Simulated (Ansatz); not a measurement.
# Interaction energy ladder

The pair of SiNH5 (SMILES [SiH3]N, atoms 1–7) and PH3 (SMILES P, atoms 8–11), both closed shells, in one local arrangement (a lower one may exist), relaxed at PBE0-D4/def2-TZVP:

Si1  (0.088, -0.464, -1.488)
N2  (0.161, 1.207, -1.080)
H3  (1.317, -1.111, -0.961)
H4  (-1.119, -1.040, -0.840)
H5  (0.004, -0.775, -2.946)
H6  (-0.650, 1.788, -1.227)
H7  (1.004, 1.724, -1.270)
P8  (-0.773, -0.366, 2.532)
H9  (0.016, -1.465, 2.101)
H10  (0.129, -0.027, 3.575)
H11  (-0.178, 0.529, 1.604)
(Å)

Computed with Ansatz 0.2.0 (basis: def2-TZVPPD, with def2-QZVPPD for the basis limit); correlated methods freeze the cores. B3LYP uses VWN-RPA correlation. Extrapolation: Hartree–Fock as exp(−7.88 √X), correlation as X^−2.97. Interaction energies count from these two fragments, frozen as in the pair, with the counterpoise correction; negative means bound.

(1) What is the interaction energy by CCSD(T) at an estimated basis limit (MP2 extrapolated from triple and quadruple zeta, plus CCSD(T) − MP2 in triple zeta)? (An estimate is asked for; the value comes from the calculation.)

(2) Which atoms make the shortest contact between the fragments?

No T1 diagnostic of these runs exceeds 0.014.

## Answers

(1) By the calculation: -1.28 kcal/mol. Hartree–Fock alone gives 1.05 kcal/mol at the basis limit, so without correlation the pair would not bind at this distance. It counts from the two fragments frozen as in the pair.

The same quantity by other methods in triple zeta, and each one's difference from that estimate:
| method | E_int (kcal/mol) | difference |
| --- | --- | --- |
| PBE-D4 | -1.80 | -0.52 |
| revPBE-D4 | -1.58 | -0.30 |
| BLYP-D4 | -1.42 | -0.14 |
| r2SCAN-D4 | -1.27 | 0.01 |
| B97M-V | -1.23 | 0.05 |
| PBE0-D4 | -1.64 | -0.36 |
| B3LYP-D4 | -1.50 | -0.22 |
| HSE06-D4 | -1.63 | -0.35 |
| wB97X-V | -1.27 | 0.02 |
| wB97M-V | -1.22 | 0.06 |
| B2PLYP | -0.12 | 1.16 |
| HF | 1.06 | 2.34 |
| MP2 | -1.04 | 0.24 |
| CCSD | -0.69 | 0.60 |
| CCSD(T) | -1.01 | 0.27 |
Differences are method less estimate.

(2) N2 and H11, 2.79 Å apart.

Basis-set superposition shift (counterpoise-corrected less uncorrected): CCSD(T) 0.37; MP2 0.37; HF 0.07; PBE0-D4 0.08; wB97M-V 0.10 kcal/mol.

For scale, one of the runs: CCSD(T)/def2-TZVPPD, 269 basis functions, launched by `ansatz run in.yaml --threads 4 --pin off --events-out ev --progress --plain --max-ram 9574MiB`. Time: 2.7 min of wall clock on 4 CPU threads of an Arm Neoverse N1; the host was shared. Peak host memory: 6.4 GiB.
